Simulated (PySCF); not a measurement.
Gas-phase thermal properties of AlOH

Energies from PySCF (xtb for GFN2), thermal terms from the rigid-rotor harmonic-oscillator model, ideal gas at 1 bar. Table values come from the NASA 1993 polynomials. S°(298 K) at PBE0/def2-TZVP differs from the NASA 1993 table for AlOH (+24 J/mol/K); whether the harmonic model or the table's entry is off was not settled. All species are closed-shell singlets. The harmonic model lacks anharmonicity and excited electronic states, which grow with temperature; levels with a mode under 35 cm⁻¹ are left out. Soft modes under 120 cm⁻¹ make the harmonic entropy rough for AlOH. The table's entry may be an old estimate for AlOH (not checked at source).

```tsv
level	point group	σ	ZPE (kJ/mol)	S°298 (J/mol/K)	Cp298 (J/mol/K)	S°1000 (J/mol/K)	H1000 − H298 (kJ/mol)
table	-	-	-	216.4	31.9	265.7	29.9
GFN2-xTB	C∞v	1	34.1	218.4	40.3	276.2	34.4
PBE/def2-SVP	C∞v	1	31.7	227.2	45.7	288.0	35.8
PBE0/def2-TZVP	C∞v	1	30.6	240.9	47.7	302.7	36.2
```
σ: rotational symmetry number. Electronic degeneracy used: 1. Frequencies are unscaled.
